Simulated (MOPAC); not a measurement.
MOPAC input (MNDO):

```
MNDO PRECISE GNORM=0.05 LET XYZ CHARGE=1 GEO-OK AUX(PRECISION=9) THREADS=1
CH6N

C     0.02626120 1    0.80023624 1   -0.00162620 1
N    -0.02330573 1   -0.71017665 1    0.00144319 1
H    -0.99358514 1    1.17371220 1   -0.00278660 1
H    -0.51214923 1   -1.06595556 1    0.82736530 1
H    -0.51150715 1   -1.06933122 1   -0.82339698 1
H     0.55255591 1    1.12478962 1    0.89126304 1
H     0.55325085 1    1.12113599 1   -0.89542565 1
H     0.91700769 1   -1.11453191 1    0.00263580 1
```

Task: What heat of formation does the run end on?

Result: 161.71 kcal/mol.
